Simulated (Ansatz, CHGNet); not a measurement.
For bcc Ba, the machine-learned potential CHGNet 0.3.0 (trained on PBE and PBE+U data) gives:

* **lattice parameter a**: 5.032 Å
* **elastic constant C11**: 21.8 GPa
* **elastic constant C44**: 7.68 GPa
* **polycrystal shear modulus**: 2.91 GPa

Problem. What does r²SCAN (PAW; Ansatz, a first-principles code) give for the same quantities?

Solution. 
- lattice constant a: 5.070 Å (goes up by 0.8 %)
- elastic constant C11: 12.9 GPa (decreases by 41 %)
- elastic constant C44: 9.36 GPa (rises by 22 %)
- Voigt–Reuss–Hill shear modulus: 6.15 GPa (rises by 110 %)

For comparison: lattice constant a 4.995 Å (measured, low-temperature or extrapolated to 0 K; zero-point anharmonic expansion removed, our sources range from 4.995 to 5.004; as tabulated in Csonka et al. (2009), arXiv:0903.4037).

Changes are worked out from the printed values.

Unless a cell is named, each level is at its own relaxed cell (CHGNet 0.3.0 63.69, r²SCAN 65.17 Å³/atom).

Ansatz's density-functional and Hartree–Fock values are scalar-relativistic unless marked +SOC, with PAW data made under PBE.
